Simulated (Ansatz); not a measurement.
Species: PH2, charge 0, doublet. PH2 (SMILES [PH2], doublet).
B3LYP-D3(BJ)/def2-TZVP minimum from Ansatz (a quantum-chemistry and plane-wave program):
```
P
H 1 1.4234
H 1 1.4234 2 91.73
```
Charge 0, spin multiplicity 2.

Wanted: atomisation energy (electronic, to ground-state atoms), in kJ/mol. Open shells are spin-unrestricted; no spin-orbit coupling. CBS(X,Y): correlation extrapolated as X^-3, Hartree-Fock from the larger set (Q,5: extrapolated as (X+1)exp(-9√X)). A bracket is a step between two methods taken in the basis named. Functionals run without relativity, which enters their misses. Double hybrids freeze cores in their MP2 part. 'core' is core correlation in cc-pwCVTZ (1s frozen past Ne), 'X2C' scalar relativity in cc-pVTZ-DK, both at CCSD(T). Full CI freezes restricted core orbitals, also for open shells; the composite that ends in it estimates full CI at the basis-set limit. For partners of very few electrons the exact lower level stands in for a higher one.

CCSD(T)/CBS(cc-pV(Q+d)Z,cc-pV(5+d)Z) + [CCSDT(Q) - CCSD(T)]/cc-pV(Q+d)Z + [FCI - CCSDT(Q)]/cc-pV(D+d)Z + core + X2C (Ansatz) gives 645.2 kJ/mol.

Task: How far off this value is PBE/def2-TZVPD (Ansatz), in which direction, and which of these levels come nearer: PBE0/def2-TZVPD, B2PLYP/def2-TZVPD, CCSD(T)/CBS(cc-pV(Q+d)Z,cc-pV(5+d)Z) + core + X2C?

Result: PBE gives 646.9 kJ/mol, 1.7 kJ/mol above it. Differences of the others: PBE0/def2-TZVPD (Ansatz) -4.9; B2PLYP/def2-TZVPD (Ansatz) -4.5; CCSD(T)/CBS(cc-pV(Q+d)Z,cc-pV(5+d)Z) + core + X2C (Ansatz) -0.7 kJ/mol. Nearer than PBE: CCSD(T)/CBS(cc-pV(Q+d)Z,cc-pV(5+d)Z) + core + X2C.
